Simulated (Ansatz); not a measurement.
`CC1(N)CO1` + H₂ → `NC1CO1` + CH₄ at 298.15 K and 1 bar (hydrogenolysis of a C–C bond).

Calculated with Ansatz (gas phase, PBE0-D4/def2-TZVP geometries, no zero-point term in ΔE). CCSD(T)/CBS adds triple-zeta CCSD(T) − MP2 to the extrapolated MP2 energy (def2 sets, frozen cores). This one scheme is used for every species. One conformer a species, not always the lowest.

```csv
species,CCSD(T)/CBS energy (Eh),H − E (kJ/mol),S (J/(mol·K))
`CC1(N)CO1`,-248.20697,287.1,303.2
H₂,-1.17544,35.1,130.4
`NC1CO1`,-208.93796,211.1,274.5
CH₄,-40.46206,127.4,186.2
```

H − E and S are ideal-gas, rigid-rotor, harmonic terms from PBE0-D4/def2-TZVP, for one conformer and one mirror image of each species. For small species the MP2-based limit differs from directly extrapolated CCSD(T) by up to some mEh (0.8 for H₂); such offsets cancel only in part. 1 Eh = 2625.50 kJ/mol, R = 8.31446 J/(mol·K).

Task: By hand: ΔE, ΔH, ΔS and ΔG.

Result: ΔE = (-208.93796) + (-40.46206) − (-248.20697) − (-1.17544) = -0.01761 Eh = -46.2 kJ/mol. Δ(H − E) = 211.1 + 127.4 − 287.1 − 35.1 = 16.3, so ΔH = -29.9 kJ/mol. ΔS = 274.5 + 186.2 − 303.2 − 130.4 = 27.1 J/(mol·K). ΔG = -29.9 − 298.15 × (27.1)/1000 = -38.0 kJ/mol.

Task: By hand: the equilibrium constant, and the temperature at which ΔG would vanish if ΔH and ΔS stayed fixed.

Result: log₁₀ K = −ΔG/(RT ln 10) = 6.7. ΔH and −TΔS have one sign here, so there is no such temperature.

ΔH outweighs TΔS. A doubt of 5 kJ/mol in ΔE shifts log₁₀ K by 0.9 here. Other conformers and mirror images would add mixing entropy, several J/(mol·K) or more a flexible species. These are equilibria of isolated gas molecules and say nothing of rates. Largest T1 diagnostic: 0.011 (customary marks: 0.02 for closed shells, 0.045 for open ones).
